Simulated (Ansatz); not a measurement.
Consider the isomerisation: `C=C(O)F` → `CC(=O)F`.

Computed with Ansatz on PBE0-D4/def2-TZVP structures; ΔE is electronic, products minus reactants. CCSD(T)/CBS is the MP2 limit (def2-TZVPP, def2-QZVPP) plus CCSD(T) − MP2 in def2-TZVPP, frozen cores. DFT in def2-TZVPP. B3LYP here is the variant with VWN-RPA as its local correlation; programs differ in this. HSE06 is defined as in plane-wave codes. One conformer a species, not always the lowest.

| level | ΔE (kJ/mol) | difference from CCSD(T)/CBS |
| --- | --- | --- |
| PBE0-D4 | -103.8 | -0.4 |
| B3LYP-D4 | -104.7 | -1.3 |
| HSE06-D4 | -103.6 | -0.2 |
| CAM-B3LYP-D4 | -104.6 | -1.2 |
| PBE-QIDH | -108.0 | -4.6 |
| PBE | -105.6 | -2.2 |
| revPBE | -109.5 | -6.1 |
| r2SCAN0 | -104.6 | -1.2 |
| HSE06 | -103.7 | -0.3 |
| MP2/CBS(def2) | -107.7 | -4.3 |
| CCSD(T)/CBS | -103.4 | 0 |

Largest T1 diagnostic among the species: 0.014.

Leaving LDA and LC-ωPBE aside and taking each functional with its dispersion term where it has one, the values, not all of them listed here, spread over 6.9 kJ/mol, from ωB97X-V to HSE06-D4. LDA lies +12.7 kJ/mol from PBE without D4. At CCSD(T), def2-SVP lies −17.1 kJ/mol from the extrapolated value and def2-TZVPP −3.8 kJ/mol.
